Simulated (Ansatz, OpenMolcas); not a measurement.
# Worked example: the enthalpy of formation of C2H8Si (dimethylsilane)

C2H8Si: 11 atoms, total charge 0, spin state singlet. As SMILES, `C[SiH2]C`. The shape is that of a PBE0-D4/def2-TZVP optimisation.

Total energies at PBE0/def2-SVP (OpenMolcas 26.06); the atoms run unrestricted:

```tsv
species	state	energy (Eh)
C2H8Si	singlet	-370.154275
C	triplet	-37.760664
Si	triplet	-289.151943
H	doublet	-0.500291
```

Harmonic wavenumbers at PBE0-D4/def2-TZVP, in cm⁻¹: 155, 172, 207, 461, 578, 637, 662, 734, 856, 877, 888, 920, 957, 1274, 1279, 1445, 1448, 1454, 1459, 2198, 2201, 3050, 3050, 3132, 3133, 3137, 3137.

Measured heats of formation of the gaseous atoms at 298.15 K, in kJ/mol: C 716.9, Si 450.0, H 218.0. Spin-orbit lowering of the atoms at 298 K (mean of the ground term's levels less their thermal mean, from spectra), in kJ/mol: C 0.02, Si 0.44. Take 1 Eh = 2625.50 kJ/mol, 1 cm⁻¹ = 0.0119627 kJ/mol, RT = 2.479 kJ/mol.

**Question.** What heat of formation follows?

**Answer.** 
1. Electronic atomisation energy: 2 × (-37.760664) + (-289.151943) + 8 × (-0.500291) − (-370.154275) = 1.478676 Eh = 3882.3 kJ/mol.
2. Zero-point energy: half the sum of the wavenumbers, 19750.5 cm⁻¹ = 236.3 kJ/mol.
3. Thermal vibrational enthalpy, Σ hcν̃/(exp(hcν̃/kT) − 1): 7.6 kJ/mol. Translation, rotation and pV of a non-linear molecule: 4 RT = 9.9 kJ/mol.
4. The 11 free atoms carry 5/2 RT each: 68.2 kJ/mol.
5. Spin-orbit coupling lowers the free atoms by 2 × 0.02 + 0.44 = 0.5 kJ/mol.
6. Atomisation enthalpy at 298 K: 3882.3 − 0.5 − 236.3 − 7.6 − 9.9 + 68.2 = 3696.2 kJ/mol.
7. Sum of the atoms' heats of formation: 3627.8 kJ/mol. Heat of formation: 3627.8 − 3696.2 = -68.4 kJ/mol.

No measured value is set beside it here. Anharmonicity and any spin-orbit splitting of the molecule are left out.
